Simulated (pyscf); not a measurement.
H₃C–N(CH₃)–Zr(OH)(OH)–OH + hydrogen (H₂) → H₃C–N(CH₃)–Zr(OH)(OH)–OH + hydrogen (H₂) (four-centre exchange; singlet surface; C–H, H–H broken, C–H, H–H formed). Structures and frequencies: ωB97X-D3(BJ)/def2-SVP in PySCF. Energies in eV from the separated reactants.

```tsv
level	barrier	reaction energy
PBE/def2-TZVP	3.40	0.00
B3LYP-D3(BJ)/def2-TZVP	[?]	0.00
PBE0-D3(BJ)/def2-TZVP	3.71	0.00
M06-2X/def2-TZVP	4.13	0.00
ωB97M-D3(BJ)/def2-TZVP	3.90	0.00
HF/def2-TZVP	[?]	0.00
```

Some entries are withheld; supply them.


- B3LYP-D3(BJ)/def2-TZVP, barrier: 3.68
- HF/def2-TZVP, barrier: 4.82

The functionals in the table span 0.73 eV in this barrier, from PBE to M06-2X. The same reactants have a lower exit, to HO–ZrH(OH)–OH + H₃C–NH–CH₃ (barrier +1.03 eV at ωB97M-D3(BJ)/def2-TZVP, against +3.90 eV here). One saddle was located; it need not be the lowest between these sides. Elements past Kr carry the def2 core potentials, without spin-orbit coupling.
